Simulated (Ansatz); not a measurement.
**BO (doublet): B2PLYP, RPA-PBE over a scan of the distance B1–O2, 6-31G**

How well do these functionals follow the top wave-function level for BO (doublet) over a scan of the distance B1–O2?

Method: 6-31G, all electrons in the functionals, frozen cores in the correlation of double hybrids and RPA; program: Ansatz 0.2.0, Gaussian basis.

To be run: B2PLYP, RPA-PBE, at 0.963 Å; 1.077 Å; 1.201 Å; 1.348 Å; 1.497 Å; 1.649 Å; 1.968 Å; 2.180 Å; 2.703 Å; 3.197 Å; 4.023 Å.

22 further runs of the same task are left out: 4 for a known fault of the program, 15 that didn't finish, 3 set aside as unsound or not needed.

### 1 The geometry

The geometry derives from a PBE0/def2-TZVP stationary point (not a proven minimum). One bond is set to the value named and the two fragments are kept rigid.

2 atoms, charge 0, spin multiplicity 2.

Atoms are counted from 1 here; the program's logs count them from 0.

Bond lengths: B1–O2 1.201 Å.

No dispersion term is added.

The geometry shown and the zero of energy belong to the point 1.201 Å. The yardstick, FCI, and other wave-function levels (R restricted, U unrestricted, valence and pair active spaces) come from earlier runs.

### 2 B2PLYP, 0.963 Å

Contents of in.yaml:

```yaml
crystal:
  periodic: [false, false, false]
  atoms:
    - {symbol: B, position_ang: [0.000000, 0.000000, 0.000000]}
    - {symbol: O, position_ang: [0.000000, 0.000000, 0.963000]}
basis:
  gaussian: {orbitals: 6-31G}
magnetization: {spin_polarized: true, initial_magnetization: 1}
hamiltonian: {xc: {name: B2PLYP}}
correlation: {electrons: outside_noble_gas}
```

Command:

```
$ ansatz run in.yaml --threads 1 --pin off --events-out ev --progress --plain --max-ram 2393MiB
```

Further steps of the session: B2PLYP, 1.077 Å; B2PLYP, 1.201 Å; B2PLYP, 1.348 Å; B2PLYP, 1.497 Å; B2PLYP, 1.649 Å; B2PLYP, 1.968 Å; B2PLYP, 2.180 Å; B2PLYP, 2.703 Å; B2PLYP, 3.197 Å; B2PLYP, 4.023 Å; RPA-PBE, 0.963 Å; RPA-PBE, 1.077 Å; RPA-PBE, 1.201 Å; RPA-PBE, 1.348 Å; RPA-PBE, 1.497 Å; RPA-PBE, 1.649 Å; RPA-PBE, 1.968 Å; RPA-PBE, 2.180 Å; RPA-PBE, 2.703 Å; RPA-PBE, 3.197 Å; RPA-PBE, 4.023 Å.

Q: Predict the results of all the runs planned. Wanted: span of the FCI curve; largest miss, B2PLYP; largest miss, RPA-PBE.

**Answer**, as computed:

| quantity | value |
| --- | --- |
| span of the FCI curve | 159.9 kcal/mol |
| largest miss, B2PLYP | +21.2 kcal/mol (1.649 Å) |
| largest miss, RPA-PBE | -27.1 kcal/mol (3.197 Å) |

What this shows: Of the functionals, B2PLYP keep the smallest largest miss at the points compared (at most 21.2 kcal/mol) and RPA-PBE strays most (27.1 kcal/mol, at 3.197 Å). B2PLYP, RPA-PBE clearly break the spin symmetry at some points (⟨S²⟩ up to 1.00 above the pure value), so energy there is bought with a mixed spin. Functionals and the yardstick converge differently with the basis, so part of each miss in 6-31G is the basis.
